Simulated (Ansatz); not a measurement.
Run this with the Ansatz DFT code, driven from Python and show what comes out.

`c3ho2_opt.py`
```python
# -*- coding: utf-8 -*-
import itertools
import logging
import sys

import ansatz as az
from ase import Atoms
from ase.data import atomic_numbers, covalent_radii
import numpy as np

logging.basicConfig(stream=sys.stdout, format="%(name)s: %(message)s")
logger = logging.getLogger("calc")
logger.setLevel(logging.INFO)

atoms = Atoms(["C", "C", "O", "C", "O", "H"], positions=[
    (-1.3573, -0.4767, 0.6913),
    (-0.2214, -0.3376, 0.5313),
    (1.0686, -0.2385, 0.376),
    (1.4268, 0.4528, -0.7274),
    (1.5853, 1.0376, -1.7254),
    (-2.4599, -0.5016, 0.8081),
])
mol = az.Crystal.molecule_from_ase(atoms)

calc = (
    mol.calculation()
    .basis(gaussian="def2-SVP")
    .functional("PBE")
    .spin("collinear", total=1)
)
symbols = [site.symbol for site in mol.cartesian_sites]
start = np.array([site.position_ang for site in mol.cartesian_sites], dtype=float)
def progress(event):
    if event["event"] == "relax_step":
        row = event["data"]
        logger.info(f"step {row['step']:3d}  E = {row['lagrangian_ev']:.6f} eV  largest force component {row['allowed_force_max_ev_ang']:.4f} eV/A")


data = calc.relax(force_tolerance=0.01).session().plan().execute(on_event=progress).report
end = np.array(data["positions_ang"])

logger.info("reference energy %16.6f eV" % data["reference_energy_ev"])
logger.info("total energy     %16.6f eV" % data["free_energy_ev"])
print("occupied orbitals outside the frozen core (up, down):", data["n_occupied"], " frozen:", data["n_frozen"], " virtual:", data["n_virtual"])

radius = [covalent_radii[atomic_numbers[s]] for s in symbols]
span = lambda where, i, j: np.linalg.norm(where[i] - where[j])
bonded = [(i, j) for i, j in itertools.combinations(range(len(symbols)), 2) if min(span(start, i, j), span(end, i, j)) < 1.2 * (radius[i] + radius[j])]
logger.info("pair        before    after (A)")
for i, j in bonded:
    print(f"{symbols[i]}{i}-{symbols[j]}{j}".ljust(10), f"{span(start, i, j):8.4f} {span(end, i, j):8.4f}")

charges = data["charge_distribution"]
print("dipole moment", round(4.803205 * float(np.linalg.norm(charges["dipole_moment_e_ang"])), 3), "D")
print("Mulliken:", [(s, round(q, 3)) for s, q in zip(symbols, charges["mulliken_charges_e"])])
```

```console
$ python c3ho2_opt.py
calc: step   1  E = -7201.124808 eV  largest force component 8.9874 eV/A
calc: step   2  E = -7202.342812 eV  largest force component 4.9948 eV/A
calc: step   3  E = -7202.851170 eV  largest force component 4.9188 eV/A
calc: step   4  E = -7203.182044 eV  largest force component 2.3194 eV/A
calc: step   5  E = -7203.249357 eV  largest force component 0.5808 eV/A
calc: step   6  E = -7203.252447 eV  largest force component 0.5253 eV/A
calc: step   7  E = -7203.255914 eV  largest force component 0.0398 eV/A
calc: step   8  E = -7203.256278 eV  largest force component 0.0177 eV/A
calc: step   9  E = -7203.256287 eV  largest force component 0.0041 eV/A
calc: reference energy     -7203.256310 eV
calc: total energy         -7203.256310 eV
occupied orbitals outside the frozen core (up, down): [18, 17]  frozen: 0  virtual: [57, 58]
calc: pair        before    after (A)
C0-C1        1.1555   1.2189
C0-H5        1.1090   1.0802
C1-O2        1.3031   1.3283
O2-C3        1.3504   1.3720
C3-O4        1.1675   1.1868
dipole moment 1.106 D
Mulliken: [('C', -0.314), ('C', 0.363), ('O', -0.16), ('C', 0.174), ('O', -0.084), ('H', 0.022)]
```

Total energies depend on the basis set; only differences at equal settings carry meaning. The end point is the stationary point reached from this start; no frequency run checks that it is a minimum, and the basis set is modest. The species is open-shell (spin multiplicity 2). The whole script took 29 s on 1 thread of Arm Neoverse V1, with other jobs on the host, peak memory 0.21 GiB.

(A comment or docstring line of the script was reworded after the run, the code is as it ran; lines on the test bed's own set-up are left out of the output.)
